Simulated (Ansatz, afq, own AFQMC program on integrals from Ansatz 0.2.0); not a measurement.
**Where AFQMC and coupled cluster stand for MgGeH2, triplet**

```xyz
4

Ge    0.0000   -0.4188    4.4200
Mg    0.0000   -0.0850   -4.1054
H     0.0000    0.7163    5.4841
H     0.0000   -0.2125   -5.7987
```

Connectivity, by distances: GeH ··· MgH.

Basis cc-pVDZ. Noble-gas cores (and the filled d shells of Ga–Kr and In–Xe) are frozen. Ansatz 0.2.0 and our own AFQMC program on the same integrals; the CISD trial comes from CCSD amplitudes, and released means the phaseless constraint is let go. ± is one standard error of the sampling. No spin–orbit coupling.

Determinant: UHF, the one that the program's search chose, which needn't be the lowest solution. The geometry is a point of a scan.

No full CI on the walks' own integrals is used here; CCSDT(Q) serves as the reference and is uncertain by about the last step of the cluster series.

Cautions: no relativity below Rb; no spin-orbit coupling; inner d shell frozen; lower spins were not checked.

```
T1 diagnostic                               : 0.0159
weight of the determinant in the CISD state : 0.902
⟨S²⟩ of the determinant                     : 2.021
size of the correlated space                : 8 electrons in 36 orbitals
```

Reference: CCSDT(Q), correlation energy -3.262 eV. The released energy is read at 2.40 1/Eh (meV from the phaseless value at times in 1/Eh: -2 ± 6 at 0.24, -2 ± 5 at 0.51, 1 ± 6 at 0.99, -1 ± 8 at 1.62, 7 ± 7 at 2.40).

```json
{"level": "HF", "E − E(reference) (kJ/mol)": "314.7", "share of correlation (%)": "0.00"}
{"level": "MP2", "E − E(reference) (kJ/mol)": "89.1", "share of correlation (%)": "71.67"}
{"level": "CCSD", "E − E(reference) (kJ/mol)": "6.3", "share of correlation (%)": "97.99"}
{"level": "CCSD(T)", "E − E(reference) (kJ/mol)": "1.7", "share of correlation (%)": "99.46"}
{"level": "CCSDT", "E − E(reference) (kJ/mol)": "0.1", "share of correlation (%)": "99.97"}
{"level": "ph-AFQMC/CISD", "E − E(reference) (kJ/mol)": "0.1 ± 0.4", "share of correlation (%)": "99.98"}
{"level": "released AFQMC", "E − E(reference) (kJ/mol)": "0.7 ± 0.6", "share of correlation (%)": "99.77"}
```

A walk keeps the symmetry of its determinant, which the program's search chose and which needn't be the lowest solution, so a lower state of the same spin and another symmetry isn't excluded. Released energies are given only where the last usable release times agree within the noise; a slower fall can still hide under it.
